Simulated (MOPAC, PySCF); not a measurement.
Dissociation curve of HCl, singlet.

Methods: PM3, restricted, heats of formation (MOPAC); RKS-PBE = restricted PBE/cc-pVTZ run with PySCF 2.14.0; RHF/cc-pVTZ (PySCF); NEVPT2 = SC-NEVPT2 on CASSCF(8,5)/cc-pVTZ, all electrons correlated in PySCF 2.14.0; UHF/STO-3G = unrestricted Hartree-Fock/STO-3G (PySCF).

Energies are in eV, each relative to the lowest point of its own curve near equilibrium.

| R / Å | PM3 | RKS-PBE | RHF | NEVPT2 | UHF/STO-3G |
|---|---|---|---|---|---|
| 0.95 | 2.755 | 3.533 | 3.355 | 3.294 | 5.110 |
| 1.01 | 1.590 | 2.095 | 1.934 | 1.893 | 3.178 |
| 1.10 | 0.546 | 0.797 | 0.677 | 0.666 | 1.334 |
| 1.14 | 0.287 | 0.459 | 0.361 | 0.361 | 0.820 |
| 1.22 | 0.031 | 0.085 | 0.040 | 0.048 | 0.207 |
| 1.25 | 0.002 | 0.026 | 0.003 | 0.008 | 0.090 |
| 1.28 | 0.000 | 0.000 | 0.000 | 0.000 | 0.023 |
| 1.32 | 0.030 | 0.010 | 0.042 | 0.031 | 0.000 |
| 1.34 | 0.057 | 0.031 | 0.080 | 0.062 | 0.013 |
| 1.40 | 0.176 | 0.146 | 0.246 | 0.204 | 0.134 |
| 1.50 | 0.477 | 0.458 | 0.650 | 0.554 | 0.538 |
| 1.58 | 0.800 | 0.771 | 1.042 | 0.894 | 0.983 |
| 1.74 | 1.639 | 1.465 | 1.901 | 1.623 | 1.980 |
| 1.93 | 2.769 | 2.283 | 2.925 | 2.445 | 2.711 |
| 2.12 | 3.773 | 3.020 | 3.874 | 3.128 | 3.083 |
| 2.30 | 4.561 | 3.618 | 4.675 | 3.619 | 3.264 |
| 2.59 | 5.605 | 4.379 | 5.759 | 4.114 | 3.392 |
| 2.82 | 6.256 | 4.826 | 6.453 | 4.318 | 3.431 |
| 3.11 | 6.874 | — | 7.153 | — | 3.451 |
| 3.47 | 7.407 | — | 7.807 | — | 3.459 |
| 3.83 | 7.766 | — | 8.286 | — | 3.461 |
| 4.50 | 8.183 | — | 8.867 | — | 3.461 |
| 5.09 | 8.410 | — | 9.177 | — | 3.461 |

At the longest distance, 5.09 Å, RHF lies highest above its minimum (9.177 eV) and UHF/STO-3G lowest (3.461 eV).

Dashes: no converged value, or the column stops at the first point that the program doubted or that broke a chosen test of continuity, which isn't proof of a fault.

The restricted form behind PM3, RKS-PBE, RHF keeps the bonding electrons paired and can't separate into open-shell fragments. The unrestricted determinant behind UHF/STO-3G is spin-contaminated at 1.74 to 5.09 Å (<S²> up to 1.0, against 0.00 for a pure singlet).
